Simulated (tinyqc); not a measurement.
G0W0 on RHF in the sto-6g basis, for H2F+, spin multiplicity 1, step by step (part 1 of 2). Computed by tinyqc, a small Python program that keeps every step (integrals from PySCF). Settings: charge = 1, multiplicity = 1, basis = sto-6g, method = RHF, energy threshold = 1e-10, iteration cap = 70, orthogonalisation = canonical, start = atomic densities, DIIS depth = 6. Command: `OMP_NUM_THREADS=1 python tinyqc.py 25909 25910 out.jsonl` (the two numbers bound the seeds that draw the settings). One thread of a shared host (Intel(R) Xeon(R) Processor @ 2.60GHz), about 0.2 s of CPU time with the checks. The early iterations of the SCF are left out here.

## One-electron integrals

Geometry (angstrom):

| atom | x | y | z |
|---|---|---|---|
| F | 0.000000 | 0.000000 | 0.000000 |
| H | 0.000000 | 0.909000 | 0.509000 |
| H | 0.000000 | -0.909000 | 0.509000 |

Basis sto-6g: exponents (1/bohr^2) and contraction coefficients of normalised primitives:

| element | l (shell) | exponent | coefficient |
|---|---|---|---|
| F | s (1) | 1728.626574 | 0.009164 |
| F | s (1) | 316.941790 | 0.049361 |
| F | s (1) | 88.668891 | 0.168538 |
| F | s (1) | 30.460157 | 0.370563 |
| F | s (1) | 11.828570 | 0.416492 |
| F | s (1) | 4.871659 | 0.130334 |
| F | s (2) | 67.032281 | -0.013253 |
| F | s (2) | 13.267438 | -0.046992 |
| F | s (2) | 4.123510 | -0.033785 |
| F | s (2) | 1.586463 | 0.250242 |
| F | s (2) | 0.689002 | 0.595117 |
| F | s (2) | 0.315820 | 0.240706 |
| F | p (3) | 67.032281 | 0.003760 |
| F | p (3) | 13.267438 | 0.037679 |
| F | p (3) | 4.123510 | 0.173897 |
| F | p (3) | 1.586463 | 0.418036 |
| F | p (3) | 0.689002 | 0.425860 |
| F | p (3) | 0.315820 | 0.101708 |
| H | s (1) | 35.523221 | 0.009164 |
| H | s (1) | 6.513144 | 0.049361 |
| H | s (1) | 1.822143 | 0.168538 |
| H | s (1) | 0.625955 | 0.370563 |
| H | s (1) | 0.243077 | 0.416492 |
| H | s (1) | 0.100112 | 0.130334 |

Overlap, kinetic and nuclear-attraction integrals over the contracted functions; the nuclear repulsion is the sum of Za Zb / Rab.

nuclear repulsion = 9.43402630 hartree

overlap S, lower triangle:
```
           1F 1s     1F 2s    1F 2px     1F 2py    1F 2pz     2H 1s     3H 1s
1F 1s   1.000000
1F 2s   0.232479  1.000000
1F 2px  0.000000  0.000000  1.000000
1F 2py  0.000000  0.000000  0.000000   1.000000
1F 2pz  0.000000  0.000000  0.000000   0.000000  1.000000
2H 1s   0.037977  0.372798  0.000000   0.264548  0.148135  1.000000
3H 1s   0.037977  0.372798  0.000000  -0.264548  0.148135  0.159706  1.000000
```

kinetic energy T (hartree), lower triangle:
```
            1F 1s     1F 2s    1F 2px     1F 2py    1F 2pz      2H 1s     3H 1s
1F 1s   37.397730
1F 2s   -1.143349  1.082297
1F 2px   0.000000  0.000000  3.251325
1F 2py   0.000000  0.000000  0.000000   3.251325
1F 2pz   0.000000  0.000000  0.000000   0.000000  3.251325
2H 1s   -0.004272  0.070718  0.000000   0.158127  0.088544   0.768522
3H 1s   -0.004272  0.070718  0.000000  -0.158127  0.088544  -0.008541  0.768522
```

nuclear attraction V (hartree), lower triangle:
```
             1F 1s       1F 2s      1F 2px      1F 2py      1F 2pz      2H 1s      3H 1s
1F 1s   -78.838335
1F 2s    -8.101882  -12.487959
1F 2px    0.000000    0.000000  -12.430577
1F 2py    0.000000    0.000000    0.000000  -12.560466
1F 2pz   -0.012057   -0.139795    0.000000    0.000000  -12.471303
2H 1s    -1.515299   -3.489846    0.000000   -2.157556   -1.242992  -5.982616
3H 1s    -1.515299   -3.489846    0.000000    2.157556   -1.242992  -1.101706  -5.982616
```

core Hamiltonian H = T + V (hartree), lower triangle:
```
             1F 1s       1F 2s     1F 2px     1F 2py     1F 2pz      2H 1s      3H 1s
1F 1s   -41.440605
1F 2s    -9.245231  -11.405662
1F 2px    0.000000    0.000000  -9.179251
1F 2py    0.000000    0.000000   0.000000  -9.309140
1F 2pz   -0.012057   -0.139795   0.000000   0.000000  -9.219978
2H 1s    -1.519571   -3.419128   0.000000  -1.999429  -1.154448  -5.214094
3H 1s    -1.519571   -3.419128   0.000000   1.999429  -1.154448  -1.110247  -5.214094
```

## Two-electron integrals

Functions are numbered as in S; the eight-fold symmetry (ij|kl) = (ji|kl) = (kl|ij) leaves the list below.

Two-electron integrals (ij|kl) in chemists' order, unique and non-zero (hartree):
```
(11|11) 5.406240    (21|11) 0.768129    (21|21) 0.138909    (22|11) 1.266271
(22|21) 0.283987    (22|22) 0.926367    (31|31) 0.029452    (32|31) 0.044681
(32|32) 0.204753    (33|11) 1.266273    (33|21) 0.283987    (33|22) 0.926366
(33|33) 0.998085    (41|41) 0.029452    (42|41) 0.044681    (42|42) 0.204753
(43|43) 0.053789    (44|11) 1.266273    (44|21) 0.283987    (44|22) 0.926366
(44|33) 0.890506    (44|44) 0.998085    (51|51) 0.029452    (52|51) 0.044681
(52|52) 0.204753    (53|53) 0.053789    (54|54) 0.053789    (55|11) 1.266273
(55|21) 0.283987    (55|22) 0.926366    (55|33) 0.890506    (55|44) 0.890506
(55|55) 0.998085    (61|11) 0.133741    (61|21) 0.023185    (61|22) 0.046371
(61|33) 0.046292    (61|41) 0.000879    (61|42) 0.001718    (61|44) 0.046473
(61|51) 0.000492    (61|52) 0.000962    (61|54) 0.000101    (61|55) 0.046349
(61|61) 0.003934    (62|11) 0.336991    (62|21) 0.076705    (62|22) 0.278963
(62|33) 0.275018    (62|41) 0.004851    (62|42) 0.036512    (62|44) 0.284028
(62|51) 0.002716    (62|52) 0.020445    (62|54) 0.005045    (62|55) 0.277843
(62|61) 0.012806    (62|62) 0.103772    (63|31) 0.008536    (63|32) 0.048823
(63|43) 0.007629    (63|53) 0.004272    (63|63) 0.015255    (64|11) 0.199455
(64|21) 0.046042    (64|22) 0.179019    (64|33) 0.171421    (64|41) 0.011081
(64|42) 0.070983    (64|44) 0.192415    (64|51) 0.001425    (64|52) 0.012408
(64|54) 0.007483    (64|55) 0.173219    (64|61) 0.008022    (64|62) 0.081740
(64|64) 0.079173    (65|11) 0.111686    (65|21) 0.025782    (65|22) 0.100243
(65|33) 0.095988    (65|41) 0.001425    (65|42) 0.012408    (65|44) 0.099200
(65|51) 0.009334    (65|52) 0.055771    (65|54) 0.009427    (65|55) 0.105539
(65|61) 0.004492    (65|62) 0.045771    (65|64) 0.035792    (65|65) 0.035296
(66|11) 0.494304    (66|21) 0.114631    (66|22) 0.479269    (66|33) 0.463155
(66|41) 0.009166    (66|42) 0.096119    (66|44) 0.499956    (66|51) 0.005133
(66|52) 0.053823    (66|54) 0.020607    (66|55) 0.474694    (66|61) 0.019282
(66|62) 0.230035    (66|64) 0.210154    (66|65) 0.117677    (66|66) 0.774999
(71|11) 0.133741    (71|21) 0.023185    (71|22) 0.046371    (71|33) 0.046292
(71|41) -0.000879   (71|42) -0.001718   (71|44) 0.046473    (71|51) 0.000492
(71|52) 0.000962    (71|54) -0.000101   (71|55) 0.046349    (71|61) 0.003878
(71|62) 0.012388    (71|64) 0.007107    (71|65) 0.004347    (71|66) 0.018448
(71|71) 0.003934    (72|11) 0.336991    (72|21) 0.076705    (72|22) 0.278963
(72|33) 0.275018    (72|41) -0.004851   (72|42) -0.036512   (72|44) 0.284028
(72|51) 0.002716    (72|52) 0.020445    (72|54) -0.005045   (72|55) 0.277843
(72|61) 0.012388    (72|62) 0.083149    (72|64) 0.045262    (72|65) 0.035506
(72|66) 0.148193    (72|71) 0.012806    (72|72) 0.103772    (73|31) 0.008536
(73|32) 0.048823    (73|43) -0.007629   (73|53) 0.004272    (73|63) 0.011788
(73|73) 0.015255    (74|11) -0.199455   (74|21) -0.046042   (74|22) -0.179019
(74|33) -0.171421   (74|41) 0.011081    (74|42) 0.070983    (74|44) -0.192415
(74|51) -0.001425   (74|52) -0.012408   (74|54) 0.007483    (74|55) -0.173219
(74|61) -0.007107   (74|62) -0.045262   (74|64) -0.013333   (74|65) -0.018943
(74|66) -0.073449   (74|71) -0.008022   (74|72) -0.081740   (74|74) 0.079173
(75|11) 0.111686    (75|21) 0.025782    (75|22) 0.100243    (75|33) 0.095988
(75|41) -0.001425   (75|42) -0.012408   (75|44) 0.099200    (75|51) 0.009334
(75|52) 0.055771    (75|54) -0.009427   (75|55) 0.105539    (75|61) 0.004347
(75|62) 0.035506    (75|64) 0.018943    (75|65) 0.026738    (75|66) 0.069616
(75|71) 0.004492    (75|72) 0.045771    (75|74) -0.035792   (75|75) 0.035296
(76|11) 0.101557    (76|21) 0.023351    (76|22) 0.092120    (76|33) 0.090615
(76|44) 0.092532    (76|51) 0.001349    (76|52) 0.012122    (76|55) 0.093214
(76|61) 0.003848    (76|62) 0.033643    (76|64) 0.023180    (76|65) 0.016960
(76|66) 0.078072    (76|71) 0.003848    (76|72) 0.033643    (76|74) -0.023180
(76|75) 0.016960    (76|76) 0.013467    (77|11) 0.494304    (77|21) 0.114631
(77|22) 0.479269    (77|33) 0.463155    (77|41) -0.009166   (77|42) -0.096119
(77|44) 0.499956    (77|51) 0.005133    (77|52) 0.053823    (77|54) -0.020607
(77|55) 0.474694    (77|61) 0.018448    (77|62) 0.148193    (77|64) 0.073449
(77|65) 0.069616    (77|66) 0.289141    (77|71) 0.019282    (77|72) 0.230035
(77|74) -0.210154   (77|75) 0.117677    (77|76) 0.078072    (77|77) 0.774999
```

## Orthogonalisation

S = U s U^T; canonical form X = U s^(-1/2), so that X^T S X = 1. Each column of U has its largest component positive (the first on a tie).

eigenvalues of S: 0.473225  0.537593  0.911883  1.000000  1.072815  1.302701  1.701783

X:
```
                1          2          3         4          5          6         7
1F 1s   -0.370170   0.000000   0.721035  0.000000  -0.605809   0.000000  0.198934
1F 2s    1.041458   0.000000  -0.207871  0.000000  -0.243686   0.000000  0.474783
1F 2px   0.000000   0.000000   0.000000  1.000000   0.000000   0.000000  0.000000
1F 2py   0.000000   0.857865   0.000000  0.000000   0.000000   0.681128  0.000000
1F 2pz   0.348919   0.000000   0.673296  0.000000   0.671734   0.000000  0.162473
2H 1s   -0.620385  -0.749737  -0.200254  0.000000   0.165094   0.389680  0.384855
3H 1s   -0.620385   0.749737  -0.200254  0.000000   0.165094  -0.389680  0.384855
```

## Iteration 8 (converged): orbitals

converged F (hartree), lower triangle:
```
             1F 1s      1F 2s     1F 2px     1F 2py     1F 2pz      2H 1s      3H 1s
1F 1s   -26.914708
1F 2s    -6.519889  -3.469881
1F 2px    0.000000   0.000000  -1.019889
1F 2py    0.000000   0.000000   0.000000  -0.957344
1F 2pz   -0.020479  -0.093214   0.000000   0.000000  -0.982774
2H 1s    -1.073202  -1.102720   0.000000  -0.532870  -0.349023  -0.789534
3H 1s    -1.073202  -1.102720   0.000000   0.532870  -0.349023  -0.298633  -0.789534
```

Diagonalise F' = X^T F X, C = X C', fill 5 alpha and 5 beta electrons from the bottom; D = 2 C_occ C_occ^T. Each column has its largest component positive (the first on a tie).

F' = X^T F X (hartree), lower triangle:
```
           1          2           3          4           5          6          7
1  -1.277977
2   0.000000   0.114495
3   3.294225   0.000000  -12.090348
4   0.000000   0.000000    0.000000  -1.019889
5  -2.822390   0.000000   11.028054   0.000000  -12.012523
6   0.000000  -0.084581    0.000000   0.000000    0.000000  -1.158974
7   0.806766   0.000000   -5.734242   0.000000    5.828903   0.000000  -4.664849
```

orbital energies (hartree): MO1 -26.917896, MO2 -2.025209, MO3 -1.164567, MO4 -1.039861, MO5 -1.019889, MO6 -0.062730, MO7 0.120088

coefficients C:
```
              MO1        MO2        MO3        MO4       MO5        MO6        MO7
1F 1s    0.997110  -0.238697   0.000000   0.053908  0.000000   0.096886   0.000000
1F 2s    0.012920   0.955989   0.000000  -0.290358  0.000000  -0.643628   0.000000
1F 2px   0.000000   0.000000   0.000000   0.000000  1.000000   0.000000   0.000000
1F 2py   0.000000   0.000000   0.736248   0.000000  0.000000   0.000000   0.811052
1F 2pz   0.001486   0.088177   0.000000   0.898702  0.000000  -0.487087   0.000000
2H 1s   -0.002324   0.078488   0.339361   0.198136  0.000000   0.744934  -0.773816
3H 1s   -0.002324   0.078488  -0.339361   0.198136  0.000000   0.744934   0.773816
```

D after iteration 8, lower triangle:
```
            1F 1s      1F 2s    1F 2px     1F 2py    1F 2pz      2H 1s     3H 1s
1F 1s    2.108220
1F 2s   -0.461924   1.996780
1F 2px   0.000000   0.000000  2.000000
1F 2py   0.000000   0.000000  0.000000   1.084122
1F 2pz   0.057763  -0.353260  0.000000   0.000000  1.630884
2H 1s   -0.020741   0.034946  0.000000   0.499707  0.369964   0.321178
3H 1s   -0.020741   0.034946  0.000000  -0.499707  0.369964  -0.139485  0.321178
```

## Convergence

Stop when the energy changes by less than 1e-10 hartree and every element of the error matrix X^T (F D S - S D F) X is below 3e-06.

Course of the cycle:

| iteration | E (hartree) | change | largest element of the error matrix |
|---|---|---|---|
| 1 | -94.90317450 | - | 1.17e+00 |
| 2 | -99.67074931 | -4.77e+00 | 4.20e-01 |
| 3 | -99.77522802 | -1.04e-01 | 3.84e-02 |
| 4 | -99.77625626 | -1.03e-03 | 8.34e-03 |
| 5 | -99.77628825 | -3.20e-05 | 2.13e-04 |
| 6 | -99.77628832 | -6.65e-08 | 7.91e-05 |
| 7 | -99.77628834 | -1.81e-08 | 6.14e-06 |
| 8 | -99.77628834 | -4.58e-11 | 2.57e-08 |

PySCF RHF in the same basis = -99.77628834 hartree

Converged in 8 iterations.

## Integrals over molecular orbitals

(pq|rs) = sum C_ip C_jq C_kr C_ls (ij|kl), one index at a time.

one-electron integrals over orbitals h = C^T H C (hartree), lower triangle:
```
            1          2          3          4          5          6          7
1  -41.427109
2    0.706612  -9.682518
3    0.000000   0.000000  -7.989625
4   -0.151402   0.328908   0.000000  -8.764388
5    0.000000   0.000000   0.000000   0.000000  -9.179251
6   -0.289372   1.357081   0.000000   1.310202   0.000000  -5.459704
7    0.000000   0.000000  -2.225867   0.000000   0.000000   0.000000  -6.018889
```

Two-electron integrals over orbitals (pq|rs), unique and non-zero (hartree):
```
(11|11) 5.381331    (21|11) -0.519091   (21|21) 0.081057    (22|11) 1.225639
(22|21) -0.021439   (22|22) 0.861871    (31|31) 0.017411    (32|31) 0.025296
(32|32) 0.155810    (33|11) 0.976032    (33|21) -0.007655   (33|22) 0.751579
(33|33) 0.724953    (41|11) 0.119353    (41|21) -0.016189   (41|22) 0.012241
(41|33) 0.004081    (41|41) 0.029235    (42|11) -0.088720   (42|21) 0.007503
(42|22) -0.001106   (42|33) -0.005370   (42|41) 0.031539    (42|42) 0.164728
(43|31) -0.003032   (43|32) 0.007722    (43|43) 0.046839    (44|11) 1.175334
(44|21) -0.013788   (44|22) 0.828309    (44|33) 0.711424    (44|41) -0.010420
(44|42) -0.084981   (44|44) 0.903566    (51|51) 0.030383    (52|51) 0.039197
(52|52) 0.183297    (53|53) 0.037580    (54|51) -0.008372   (54|52) -0.030424
(54|54) 0.053688    (55|11) 1.265979    (55|21) -0.013582   (55|22) 0.884638
(55|33) 0.739837    (55|41) 0.002962    (55|42) -0.046766   (55|44) 0.842658
(55|55) 0.998085    (61|11) 0.222497    (61|21) -0.036295   (61|22) 0.005944
(61|33) 0.002304    (61|41) -0.004581   (61|42) -0.017868   (61|44) 0.011681
(61|55) 0.005463    (61|61) 0.021650    (62|11) -0.292995   (62|21) 0.008641
(62|22) -0.142647   (62|33) -0.086236   (62|41) -0.016533   (62|42) -0.040855
(62|44) -0.109038   (62|55) -0.149403   (62|61) 0.002858    (62|62) 0.072264
(63|31) -0.003674   (63|32) 0.029344    (63|43) 0.018492    (63|63) 0.073381
(64|11) -0.249611   (64|21) 0.002664    (64|22) -0.135651   (64|33) -0.077762
(64|41) -0.007233   (64|42) -0.001083   (64|44) -0.142562   (64|55) -0.138077
(64|61) 0.001928    (64|62) 0.059069    (64|64) 0.067051    (65|51) -0.013826
(65|52) -0.052876   (65|54) -0.007616   (65|65) 0.024929    (66|11) 0.671353
(66|21) -0.005651   (66|22) 0.554827    (66|33) 0.544131    (66|41) 0.014860
(66|42) 0.064024    (66|44) 0.525105    (66|55) 0.532708    (66|61) -0.003772
(66|62) -0.045751   (66|64) -0.023621   (66|66) 0.535476    (71|31) 0.017539
(71|32) 0.024444    (71|43) -0.003158   (71|63) -0.003474   (71|71) 0.017685
(72|31) 0.017775    (72|32) 0.068465    (72|43) -0.020034   (72|63) -0.025630
(72|71) 0.017266    (72|72) 0.057544    (73|11) 0.432214    (73|21) -0.008066
(73|22) 0.215737    (73|33) 0.163824    (73|41) -0.001112   (73|42) -0.052030
(73|44) 0.208946    (73|55) 0.235132    (73|61) 0.004690    (73|62) -0.072089
(73|64) -0.080146   (73|66) 0.015792    (73|73) 0.161835    (74|31) -0.006738
(74|32) -0.050979   (74|43) 0.010204    (74|63) -0.041261   (74|71) -0.006747
(74|72) -0.011427   (74|74) 0.044893    (75|53) 0.025806    (75|75) 0.020382
(76|31) -0.010096   (76|32) -0.096049   (76|43) -0.046140   (76|63) -0.090983
(76|71) -0.009933   (76|72) 0.002718    (76|74) 0.057152    (76|76) 0.167068
(77|11) 0.802427    (77|21) -0.007661   (77|22) 0.612799    (77|33) 0.611512
(77|41) 0.002725    (77|42) 0.004770    (77|44) 0.592333    (77|55) 0.601588
(77|61) 0.002659    (77|62) -0.046384   (77|64) -0.030784   (77|66) 0.531993
(77|73) 0.075860    (77|77) 0.575012
```

## Screening: direct RPA

With D = e_a - e_i and K = (ia|jb): diagonalise D^(1/2) (D + 4K) D^(1/2) = Z w^2 Z^T; X + Y = D^(1/2) Z w^(-1/2), each column of Z with its largest component positive (the first on a tie); E_c = (sum w - tr (D + 2K)) / 2.

D^(1/2) (D + 4K) D^(1/2) (hartree^2), lower triangle:
```
            1>6         1>7        2>6        2>7        3>6        3>7       4>6       4>7
1>6  723.525574
1>7    0.000000  732.965281
2>6    0.082989    0.000000   4.418592
2>7    0.000000    0.525994   0.000000   5.096095
3>6    0.000000   -0.075840   0.000000  -0.157619   1.537460
3>7    0.110186    0.000000  -0.457849   0.000000   0.000000   2.481947
4>6    0.039498    0.000000   0.327191   0.000000   0.000000  -0.359179  1.216856
4>7    0.000000   -0.151133   0.000000  -0.072106  -0.186584   0.000000  0.000000  1.553778
5>6    0.000000    0.000000   0.000000   0.000000   0.000000   0.000000  0.000000  0.000000
5>7    0.000000    0.000000   0.000000   0.000000   0.000000   0.000000  0.000000  0.000000

          5>6       5>7
5>6  1.011596
5>7  0.000000  1.392487
```

excitation energies w (hartree): 1.005781  1.053206  1.162608  1.180037  1.315839  1.561733  2.137548  2.259165  26.898431  27.073339

X + Y:
```
            1          2         3         4          5          6          7          8
1>6  0.000000  -0.000410  0.000000  0.000000   0.000000  -0.000672  -0.000292   0.000000
1>7  0.000000   0.000000  0.000895  0.000000   0.000413   0.000000   0.000000  -0.002526
2>6  0.000000  -0.087030  0.000000  0.000000   0.000000   0.283734   0.924958   0.000000
2>7  0.000000   0.000000  0.059436  0.000000  -0.021159   0.000000   0.000000   0.973406
3>6  0.000000   0.000000  0.706949  0.000000  -0.627873   0.000000   0.000000  -0.030163
3>7  0.000000   0.256968  0.000000  0.000000   0.000000   0.856550  -0.180057   0.000000
4>6  0.000000   0.934758  0.000000  0.000000   0.000000  -0.165948   0.080528   0.000000
4>7  0.000000   0.000000  0.685322  0.000000   0.682839   0.000000   0.000000  -0.012889
5>6  0.975529   0.000000  0.000000  0.000000   0.000000   0.000000   0.000000   0.000000
5>7  0.000000   0.000000  0.000000  0.982880   0.000000   0.000000   0.000000   0.000000

            9         10
1>6  0.999195   0.000000
1>7  0.000000   0.999347
2>6  0.000031   0.000000
2>7  0.000000   0.000203
3>6  0.000000  -0.000021
3>7  0.000033   0.000000
4>6  0.000010   0.000000
4>7  0.000000  -0.000043
5>6  0.000000   0.000000
5>7  0.000000   0.000000
```

RPA correlation energy = -0.04858742 hartree

## G0W0 on Hartree-Fock: HOMO

W(p,q,m) = sqrt2 sum_ia (pq|ia) (X+Y)_ia,m; Sigma_c(x) = sum_(i,m) W^2/(x - e_i + w_m) + sum_(a,m) W^2/(x - e_a - w_m); solve x = e_p + Sigma_c(x) by Newton steps; Z = 1/(1 - dSigma/dx); 1 hartree = 27.211386 eV.

The 12 largest terms at x = e_p (hartree; W for the signs of X + Y given):

| q | m | W | term |
|---|---|---|---|
| 5 | 6 | 0.257275 | 0.042383 |
| 5 | 7 | -0.271033 | 0.034366 |
| 5 | 2 | -0.078696 | 0.005880 |
| 2 | 1 | -0.072949 | 0.002646 |
| 3 | 4 | 0.035870 | 0.000971 |
| 6 | 1 | 0.034392 | -0.000603 |
| 7 | 4 | 0.028331 | -0.000346 |
| 4 | 1 | -0.010507 | 0.000108 |
| 1 | 1 | -0.019075 | 0.000014 |
| 5 | 9 | 0.007722 | 2.22e-06 |

Newton steps (hartree):

| step | x | Sigma_c(x) | Z |
|---|---|---|---|
| 0 | -1.019889 | 0.085421 | 0.951104 |
| 1 | -0.938645 | 0.081440 | 0.955379 |
| 2 | -0.938457 | 0.081432 | 0.955388 |
| 3 | -0.938457 | 0.081432 | 0.955388 |

quasiparticle energy of the HOMO = -25.536725 eV

Hartree-Fock value = -27.752595 eV
